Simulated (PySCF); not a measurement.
## Orbital energies and ionisation energy

C3H3F3.
Structure used (PBE0-D3(BJ)/def2-SVP), in Å, numbered top down from 1:
```xyz
9
C3H3F3 angstrom
C     -1.342    0.105   -0.325
C     -0.266    0.356    0.413
C      1.074   -0.247    0.138
F      1.047   -1.117   -0.872
F      1.970    0.699   -0.168
F      1.538   -0.891    1.215
H     -2.304    0.568   -0.094
H     -1.295   -0.573   -1.181
H     -0.288    1.030    1.274
```

Level: CAM-B3LYP/def2-SVPD (PySCF). Frontier orbitals with their largest atomic shares (Löwdin; up to four atoms above 4 %):

```
orbital  ε (eV)                          main atoms
 HOMO−3  -13.62  C1 25 %, C2 22 %, F6 16 %, F5 12 %
 HOMO−2  -13.46           F5 36 %, F6 35 %, F4 30 %
 HOMO−1  -12.24   C2 21 %, C1 18 %, C3 12 %, F5 9 %
   HOMO  -10.21                                   ?
   LUMO    0.24    C1 38 %, C2 33 %, H7 6 %, H8 6 %
 LUMO+1    1.38   C1 32 %, C2 16 %, H7 14 %, C3 9 %
 LUMO+2    2.01  H9 17 %, H8 14 %, C1 12 %, F6 12 %
```

Problem. What vertical ionisation energy does ΔSCF give, and how far is −ε(HOMO) from it?

Solution. ΔSCF: 11.36 eV (1096 kJ/mol; threshold wavelength 109 nm); ⟨S²⟩ of the doublet left behind is 0.752, against 0.75 for a pure doublet. −ε(HOMO) is 10.21 eV, 1.15 eV below it. For the exact functional −ε(HOMO) would equal the first vertical ionisation energy; CAM-B3LYP (range-separated hybrid) falls short of its own ΔSCF value by 10 %. Holes in the HOMO−1 and HOMO−2 were tried too where these lie within 1.2 eV of the HOMO; the lowest converged state counts.

Problem. On which atoms does the HOMO lie?

Solution. C2 (alkene CH carbon) 41 %, C1 (terminal =CH2 carbon) 38 %. The HOMO−1 lies 2.03 eV lower.

Problem. What total energies stand behind the ΔSCF value?

Solution. E(N) = -415.22175 Eh and E(N − 1) = -414.80438 Eh at the same geometry, 0.41737 Eh apart.

Problem. What kinetic energy would electrons from this vertical process carry with He II light (40.814 eV)?

Solution. 40.81 − 11.36 = 29.45 eV.

Problem. Shift the occupied levels rigidly so that −ε(HOMO) equals the ΔSCF value. What binding energies result?

Solution. The shift is +1.15 eV: HOMO 11.36, HOMO−1 13.39, HOMO−2 14.61, HOMO−3 14.77 eV. A rigid shift is only a rough guide to the deeper ionisations.

Problem. With α = 40.0 au, estimate the like-pair dispersion coefficient by London's formula C6 = (3/4)α²I.

Solution. I = 0.4174 Eh, so C6 ≈ 502 au, a rough estimate.

Geometry: PBE0-D3(BJ)/def2-SVP; no solvent, vibrations or thermal averaging.
